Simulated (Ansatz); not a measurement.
The input, for Ansatz 0.2.0:

```yaml
crystal:
  periodic: [false, false, false]
  atoms:
    - {symbol: Br, position_ang: [0.000000, 0.000000, 0.000000]}
    - {symbol: H, position_ang: [0.000000, 0.000000, 3.050000]}
basis:
  gaussian: {orbitals: cc-pVDZ, point_charges: [{charge: 0.50, position_ang: [4.824, -0.261, 0.547]}]}
correlation: {method: sc_nevpt2, electrons: outside_noble_gas, active_space: {window: {electrons: 2, orbitals: 2}, states: [{multiplicity: 2, weights: [1, 1, 1, 1, 1, 1, 1, 1, 1, 1, 1, 1, 1, 1, 1, 1, 1, 1, 1, 1, 1, 1, 1, 1, 1, 1, 1, 1, 1, 1]}]}}
accuracy: high
```

```sh
$ ansatz run in.yaml --threads 1 --pin off --events-out ev --progress --plain --max-ram 2393MiB
```

(1) One thing in this input was set wrong on purpose, beside settings that are merely unusual. What is the gravest fault, and what does the program do?

Results:

(1) Impossible set of states or weights. How the run ends: stopped by an error.
```
526 factors; integrals over basis functions are off by at most 4.6e-9 eV
mean field evaluation 1: about -70004.9723 eV, gradient 1.6e1 eV
mean field evaluation 2: about -70004.9757 eV, gradient 1.6e1 eV
mean field evaluation 4: about -70008.0587 eV, gradient 6.0e0 eV
mean field evaluation 8: about -70008.1840 eV, gradient 3.1e-1 eV
mean field evaluation 16: about -70008.1844 eV, gradient 1.9e-8 eV
mean field -70008.18439421 eV, -2572.7533232355 hartree, gradient 1.9e-8 eV, S^2 0.000000; 0 other end points of the search recorded, 0 dependent functions left out; unrestricted orbitals would lower it
reference -70008.18439421 eV, -2572.7533232355 hartree; 18, 18 occupied and 14, 14 virtual orbitals, 526 factors
Error: 2 electrons in 2 orbitals have no state of multiplicity 2
```
